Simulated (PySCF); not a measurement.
propyne (C3H4), SMILES C(#C)C. Geometry optimised at B3LYP-D3(BJ)/def2-TZVP.

TDDFT-PBE0/def2-SVPD (PySCF) puts the lowest singlet excitations at 6.76, 7.04, 7.04, 7.35, 7.35, 8.35 eV.

What are the lowest excitation roots from ADC(2)/aug-cc-pVDZ (PySCF 2.14.0)? (Estimate from the structure and the level; the computed values follow.)

7.30, 7.30, 7.34, 7.59, 7.59, 8.03 eV. S1 differs by 0.54 eV (second minus first; roots are paired by order, and the bases may differ).
